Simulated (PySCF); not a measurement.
Compound: C4H7F.
SMILES with atom numbers: `[CH3:1]/[CH:2]=[C:3](/[CH3:4])[F:5]` (hydrogens: H6, H7, H8 on C1; H9 on C2; H10, H11, H12 on C4)

The same species was optimised twice, with GFN2-xTB and with PBE0-D3(BJ)/def2-SVP (PySCF), and the same property calculations (PySCF, gas phase) were run on both structures.

```csv
coordinate,GFN2-xTB,PBE0-D3(BJ)/def2-SVP,change
C3–F5 (Å),1.361,1.346,-0.015
C2–H9 (Å),1.079,1.094,+0.015
C1–H8 (Å),1.090,1.103,+0.013
C1–H7 (Å),1.090,1.103,+0.013
C4–H12 (Å),1.090,1.102,+0.012
C4–H11 (Å),1.085,1.097,+0.012
C4–H10 (Å),1.090,1.102,+0.012
C1–H6 (Å),1.086,1.098,+0.012
C2=C3 (Å),1.323,1.334,+0.011
C3–C4 (Å),1.490,1.485,-0.005
C1–C2 (Å),1.493,1.491,-0.002
C1–C2–H9 (°),116.7,118.6,+1.9
C3–C2–H9 (°),118.0,116.4,-1.6
C2–C1–H7 (°),110.1,111.3,+1.2
C2–C1–H8 (°),110.1,111.2,+1.1
H7–C1–H8 (°),107.8,106.7,-1.1
H6–C1–H8 (°),109.0,108.1,-0.9
H6–C1–H7 (°),109.0,108.2,-0.8
H10–C4–H12 (°),107.8,107.1,-0.7
```

Rotational constants: A = 9405, B = 3643, C = 2714 MHz (GFN2-xTB) against A = 9503, B = 3624, C = 2712 MHz (PBE0-D3(BJ)/def2-SVP). Atoms that the bonding makes alike are paired by their places after alignment.

On the GFN2-xTB structure: lowest singlet, TDDFT (eV) 6.53 [CAM-B3LYP/def2-SVPD]; lowest triplet, Tamm–Dancoff (eV) 4.48 [CAM-B3LYP/def2-SVPD]; isotropic polarisability (au) 51.6 [CAM-B3LYP/def2-SVPD]; HOMO (eV) -8.32 [CAM-B3LYP/def2-SVPD]; LUMO (eV) 1.34 [CAM-B3LYP/def2-SVPD]; dipole (D) 1.60 [CAM-B3LYP/def2-SVPD]; HOMO (eV) -6.90 [PBE0/pcSseg-1]; LUMO (eV) 0.90 [PBE0/pcSseg-1]; dipole (D) 1.49 [PBE0/pcSseg-1]; GIAO shielding of C1 (ppm) 174.5 [PBE0/pcSseg-1]; GIAO shielding of C2 (ppm) 78.9 [PBE0/pcSseg-1]; GIAO shielding of C3 (ppm) 19.9 [PBE0/pcSseg-1]; GIAO shielding of C4 (ppm) 165.6 [PBE0/pcSseg-1]; GIAO shielding of F5 (ppm) 279.1 [PBE0/pcSseg-1].

Question: What do these properties become on the PBE0-D3(BJ)/def2-SVP structure?

Answer: 
| property | level | on GFN2-xTB | on PBE0-D3(BJ)/def2-SVP | change |
| --- | --- | --- | --- | --- |
| lowest singlet, TDDFT (eV) | CAM-B3LYP/def2-SVPD | 6.53 | 6.46 | -0.07 |
| lowest triplet, Tamm–Dancoff (eV) | CAM-B3LYP/def2-SVPD | 4.48 | 4.36 | -0.12 |
| isotropic polarisability (au) | CAM-B3LYP/def2-SVPD | 51.6 | 52.5 | +0.9 |
| HOMO (eV) | CAM-B3LYP/def2-SVPD | -8.32 | -8.24 | +0.08 |
| LUMO (eV) | CAM-B3LYP/def2-SVPD | 1.34 | 1.34 | 0.00 |
| dipole (D) | CAM-B3LYP/def2-SVPD | 1.60 | 1.50 | -0.10 |
| energy, GFN2-xTB geometry as zero (kcal/mol) | CAM-B3LYP/def2-SVPD | 0.0 | -0.3 | -0.3 |
| HOMO (eV) | PBE0/pcSseg-1 | -6.90 | -6.83 | +0.07 |
| LUMO (eV) | PBE0/pcSseg-1 | 0.90 | 0.82 | -0.08 |
| dipole (D) | PBE0/pcSseg-1 | 1.49 | 1.39 | -0.10 |
| energy, GFN2-xTB geometry as zero (kcal/mol) | PBE0/pcSseg-1 | 0.0 | -0.2 | -0.2 |
| GIAO shielding of C1 (ppm) | PBE0/pcSseg-1 | 174.5 | 173.0 | -1.5 |
| GIAO shielding of C2 (ppm) | PBE0/pcSseg-1 | 78.9 | 77.7 | -1.2 |
| GIAO shielding of C3 (ppm) | PBE0/pcSseg-1 | 19.9 | 19.7 | -0.2 |
| GIAO shielding of C4 (ppm) | PBE0/pcSseg-1 | 165.6 | 164.1 | -1.5 |
| GIAO shielding of F5 (ppm) | PBE0/pcSseg-1 | 279.1 | 278.7 | -0.4 |

The heavy atoms differ by 0.008 Å rms after alignment. Among all bonds C2–H9 and C3–F5 change most and about equally (-0.015 to +0.015 Å). Changes are differences of the printed values. Neither structure is proved a minimum here.
